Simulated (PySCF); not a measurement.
Which level of theory gave which numbers?

Compound: cyclobutadiene, C4H4.
SMILES with atom numbers: `[CH:1]1=[CH:2][CH:3]=[CH:4]1` (hydrogens: H5 on C1; H6 on C2; H7 on C3; H8 on C4)

Cartesian coordinates in Å at the PBE0-D3(BJ)/def2-SVP level; atoms count from 1:
```
atom  x, y, z in Å
C1     1.0080   -0.2469   -0.1640
C2     0.0715    1.0102   -0.1345
C3    -0.9730    0.2256    0.1438
C4    -0.0373   -1.0317    0.1129
H5     2.0715   -0.4104   -0.3436
H6     0.2171    2.0820   -0.2763
H7    -2.0365    0.3889    0.3235
H8    -0.1832   -2.1035    0.2546
```

The closed-shell ground state was solved 7 times with PySCF (density fitting, gas phase), always in the def2-SVPD basis (112 functions), with these functionals: B3LYP, BHandHLYP, CAM-B3LYP, HF, LC-wPBE, PBE0 and wB97X-D.

```csv
row,total energy (Eh),HOMO (eV),LUMO (eV)
P,-154.4775,-6.91,-0.47
Q,-154.5744,-5.39,-1.91
R,-154.3819,-5.60,-1.69
S,-154.4670,-6.44,-0.56
T,-154.4602,-8.30,0.75
U,-153.5338,-7.63,2.13
V,-154.5155,-7.44,0.20
```

Which functional belongs to which row?

P = CAM-B3LYP, Q = B3LYP, R = PBE0, S = BHandHLYP, T = LC-wPBE, U = HF, V = wB97X-D. By rising HOMO–LUMO gap: B3LYP (global hybrid, 20 % exact exchange) 3.48 eV; PBE0 (global hybrid, 25 % exact exchange) 3.91 eV; BHandHLYP (global hybrid, 50 % exact exchange) 5.88 eV; CAM-B3LYP (range-separated hybrid) 6.44 eV; wB97X-D (range-separated hybrid) 7.64 eV; LC-wPBE (range-separated hybrid) 9.05 eV; HF (all exact exchange) 9.76 eV. Total energies of different functionals aren't bounds to one another; each is stationary for its own functional.

The pairwise dispersion term of wB97X-D wasn't added to the energies; at a given geometry it leaves orbitals and properties as they are.
